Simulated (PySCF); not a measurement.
# Level sweep

BClH5N.
SMILES: `[NH3+][BH2-]Cl`

PySCF, dipoles from the SCF density, polarisabilities from static response with core orbitals frozen. Geometry: PBE0-D3(BJ)/def2-SVP; no solvent, vibrations or thermal averaging.

How do dipole and polarisability depend on functional and basis here?

```csv
level,μ (D),α (au),anisotropy (au)
LDA/def2-SVPD,5.975,46.92,10.71
PBE/def2-SVPD,5.957,46.30,10.80
B3LYP/def2-SVPD,6.048,44.64,9.85
PBE0/def2-SVPD,6.092,43.91,9.62
BHandHLYP/def2-SVPD,6.166,42.52,8.96
CAM-B3LYP/def2-SVPD,6.127,43.69,9.16
wB97X-D/def2-SVPD,6.167,43.39,8.94
LC-wPBE/def2-SVPD,6.224,42.22,8.63
HF/def2-SVPD,6.322,40.55,8.05
PBE0/6-31G*,6.495,31.43,12.41
PBE0/6-31+G*,6.376,37.46,11.00
PBE0/def2-SVP,6.267,31.91,8.64
PBE0/aug-cc-pVDZ,6.025,44.10,10.22
PBE0/def2-TZVP,6.100,39.22,10.19
PBE0/def2-TZVPD,5.996,44.70,9.98
PBE0/aug-cc-pVTZ,6.002,44.80,10.00
```

The anisotropy is √(½[(α1 − α2)² + (α2 − α3)² + (α3 − α1)²]). The dipole runs from 5.96 D (PBE/def2-SVPD) to 6.49 D (PBE0/6-31G*). No reference polarisability is at hand; against PBE0 in the largest diffuse basis at hand (aug-cc-pVTZ) the other PBE0 rows deviate by 6-31G* -30%, 6-31+G* -16%, def2-SVP -29%, def2-SVPD -2%, aug-cc-pVDZ -2%, def2-TZVP -12%, def2-TZVPD 0%. In one basis (def2-SVPD) the functionals order the polarisability from HF (lowest) to LDA (highest), a spread of 16%. With PBE0 the polarisability is 34.19 au without diffuse functions (mean of 6-31G*, def2-SVP and def2-TZVP) and 42.99 au with them (mean of 6-31+G*, def2-SVPD, aug-cc-pVDZ, def2-TZVPD and aug-cc-pVTZ).

Without π bonds the low states are Rydberg-like; a valence basis with one diffuse set may place them up to an eV too high.
